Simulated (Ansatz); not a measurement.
# AlCl₃ (singlet): from Hartree-Fock to the top rungs, STO-3G

Aim: climb from Hartree-Fock through coupled cluster and multireference methods for AlCl₃ (singlet) at one geometry and basis, and see what each rung misses.

Program: Ansatz 0.2.0, Gaussian basis. Level of theory: STO-3G, core rule «outside noble gas», up to 20 orbitals frozen. These are calculated values, not measurements.

To be run: UHF; CCSD(T) on RHF; BCCD(T) on RHF; CISD; CCSDT(Q) on RHF; CISDTQ; CCSDTQ on RHF; CASSCF and MRCISD+Q, 18 electrons in 13 orbitals; CASSCF and NEVPT2, 18 electrons in 13 orbitals; Full CI.

24 further runs of the same task are left out: 5 for a known fault of the program, 2 that didn't finish, 17 set aside as unsound or not needed.

### 1 What is computed

The geometry is an MP2(full)/6-31G* stationary point (not a proven minimum).

4 atoms, charge 0, spin multiplicity 1.

Atoms are counted from 1 here; the program's logs count them from 0.

Bond lengths: Al1–Cl2 2.069 Å, Al1–Cl3 2.069 Å, Al1–Cl4 2.069 Å. Angles: Cl2–Al1–Cl3 120.0°, Cl2–Al1–Cl4 120.0°, Cl3–Al1–Cl4 120.0°.

Coordinates:

```
atom     x (Å)     y (Å)    z (Å)
 Al1   0.00000   0.00000  0.00000
 Cl2   0.00000   2.06904  0.00000
 Cl3   1.79184  -1.03452  0.00000
 Cl4  -1.79184  -1.03452  0.00000
```

### 2 UHF

Input file in.yaml:

```yaml
crystal:
  periodic: [false, false, false]
  atoms:
    - {symbol: Al, position_ang: [0.000000, 0.000000, 0.000000]}
    - {symbol: Cl, position_ang: [0.000000, 2.069041, 0.000000]}
    - {symbol: Cl, position_ang: [1.791842, -1.034520, 0.000000]}
    - {symbol: Cl, position_ang: [-1.791842, -1.034520, 0.000000]}
basis:
  gaussian: {orbitals: STO-3G}
magnetization: {spin_polarized: true, initial_magnetization: 0}
hamiltonian: {xc: hf}
output: {orbitals: {seedname: orbitals}}
```

On the command line:

```sh
$ ansatz run in.yaml --threads 1 --pin off --events-out ev --progress --plain --max-ram 4096MiB --backend cpu
```

After this run come: CCSD(T) on RHF; BCCD(T) on RHF; CISD; CCSDT(Q) on RHF; CISDTQ; CCSDTQ on RHF; CASSCF and MRCISD+Q, 18 electrons in 13 orbitals; CASSCF and NEVPT2, 18 electrons in 13 orbitals; Full CI.

Before running them: what should the planned runs give, taken together? Wanted: FCI below the RHF energy; RMP2 from FCI; RCCSD from FCI; RCCSD(T) from FCI; RCCSDT(Q) from FCI; NEVPT2 valence from FCI; MRCISD+Q valence from FCI; T1 diagnostic; effectively unpaired electrons.

**Answer**, as computed:

| quantity | value |
| --- | --- |
| FCI below the RHF energy | -1.1505 eV |
| RMP2 from FCI | +248.9 meV |
| RCCSD from FCI | +51.8 meV |
| RCCSD(T) from FCI | +6.6 meV |
| RCCSDT(Q) from FCI | -0.7 meV |
| NEVPT2 valence from FCI | -1.0 meV |
| MRCISD+Q valence from FCI | -7.6 meV |
| levels within 1 kcal/mol (43 meV) | RCCSD(T), BCCD(T), RCCSDT, CISDTQ, RCCSDT(Q), RCCSDTQ, CASSCF valence, NEVPT2 valence, MRCISD valence, MRCISD+Q valence |
| T1 diagnostic | 0.008 |
| effectively unpaired electrons | 0.01 |

RCCSD(T) lands +6.6 meV from the yardstick (0.6 % of the correlation energy). MRCISD valence, MRCISD+Q valence fall below full CI, which methods that aren't variational can do. One determinant dominates. Of the multireference levels listed NEVPT2 valence comes nearest in total energy (-1.0 meV), which doesn't show that its space is the better one. These misses are within one basis, not against nature.
